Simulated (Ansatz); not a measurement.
One change: `CNCOC` becomes `CNCSC`.

Ansatz, PBE0-D4/def2-TZVP geometries, multiplicity 1. Each molecule was computed in one conformer, which needn't be the lowest.

| property | `CNCOC` |
| --- | --- |
| LUMO energy (B3LYP/def2-TZVPP) / eV | 0.71 |
| LUMO energy (ωB97M-V/def2-TZVPP) / eV | 2.49 |
| HOMO energy (PBE/def2-TZVPP) / eV | -5.31 |
| HOMO energy (B3LYP/def2-TZVPP) / eV | -6.53 |
| HOMO–LUMO gap (ωB97M-V/def2-TZVPP) / eV | 11.63 |
| HOMO–LUMO gap (PBE0/def2-TZVPP) / eV | 7.80 |

(1) Give the same properties after the change, and the shifts. (Best estimate.)

## Answers

(1) Ansatz gave: 
| property | `CNCSC` | shift |
| --- | --- | --- |
| LUMO energy (B3LYP/def2-TZVPP) / eV | 0.43 | -0.28 |
| LUMO energy (ωB97M-V/def2-TZVPP) / eV | 2.44 | -0.05 |
| HOMO energy (PBE/def2-TZVPP) / eV | -4.89 | 0.42 |
| HOMO energy (B3LYP/def2-TZVPP) / eV | -5.92 | 0.61 |
| HOMO–LUMO gap (ωB97M-V/def2-TZVPP) / eV | 10.82 | -0.81 |
| HOMO–LUMO gap (PBE0/def2-TZVPP) / eV | 6.86 | -0.94 |

With PBE0 the HOMO rises by 0.61 eV and the LUMO falls by 0.33 eV, so the gap narrows by about 0.94 eV. PBE moves the HOMO by 0.42 eV and ωB97M-V by 0.75 eV.

B3LYP here is the variant with VWN-RPA as its local correlation; programs differ in this.
